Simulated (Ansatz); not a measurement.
in.yaml

```yaml
crystal:
  periodic: [false, false, false]
  atoms:
    - {symbol: Si, position_ang: [0.028214, -0.047794, 0.000110]}
    - {symbol: H, position_ang: [1.500156, -0.033567, 0.000014]}
    - {symbol: H, position_ang: [-1.590872, 2.694968, -0.006176]}
    - {symbol: H, position_ang: [-0.695436, -1.329645, 0.003111]}
basis:
  gaussian: {orbitals: aug-cc-pVDZ}
total_charge: 1
magnetization: {spin_polarized: true, initial_magnetization: 0}
correlation: {method: ccsdt_q, electrons: outside_noble_gas}
```

```sh
$ ansatz run in.yaml --threads 1 --pin off --events-out ev --progress --plain --max-ram 4096MiB --backend cpu
```

Log:

```
921 factors; integrals over basis functions are off by at most 2.0e-7 eV
mean field evaluation 1: about -7893.8689 eV, gradient 7.7e0 eV
mean field evaluation 2: about -7893.8684 eV, gradient 7.7e0 eV
mean field evaluation 4: about -7895.2654 eV, gradient 1.1e0 eV
mean field evaluation 8: about -7895.2878 eV, gradient 3.5e-4 eV
mean field evaluation 16: about -7897.6069 eV, gradient 3.8e-3 eV
mean field evaluation 32: about -7895.2882 eV, gradient 1.2e-1 eV
mean field evaluation 64: about -7897.5778 eV, gradient 1.3e0 eV
mean field evaluation 96: about -7895.4713 eV, gradient 2.5e-4 eV
mean field evaluation 128: about -7895.2885 eV, gradient 1.6e-2 eV
mean field evaluation 160: about -7895.4713 eV, gradient 2.6e-4 eV
...
cycle  21  -2.53778578 eV  change   -1.2e-6 eV  update   7.6e-7
cycle  22  -2.53778565 eV  change    1.2e-7 eV  update   4.2e-7
cycle  23  -2.53778512 eV  change    5.3e-7 eV  update   2.8e-7
cycle  24  -2.53778457 eV  change    5.5e-7 eV  update   1.5e-7
cycle  25  -2.53778433 eV  change    2.4e-7 eV  update   8.2e-8
cycle  26  -2.53778407 eV  change    2.6e-7 eV  update   7.3e-8
cycle  27  -2.53778404 eV  change    2.1e-8 eV  update   8.3e-8
cycle  28  -2.53778401 eV  change    3.2e-8 eV  update   7.4e-8
cycle  29  -2.53778397 eV  change    4.5e-8 eV  update   7.3e-8
cycle  30  -2.53778404 eV  change   -7.3e-8 eV  update   6.2e-8
perturbative correction -0.01438794 eV, -0.0005287470 hartree
WARN: these amplitudes may be one of several solutions (largest doubles amplitude 0.51, level shift 0.00 eV)
Total energy: -7900.15906831 eV, -290.3254908403 hartree
```

For the same geometry and basis full CI lies 1.5 meV lower.

Ran on 1 thread of AMD EPYC 7R13, shared host: 28 s wall, 0.36 GiB peak host memory.
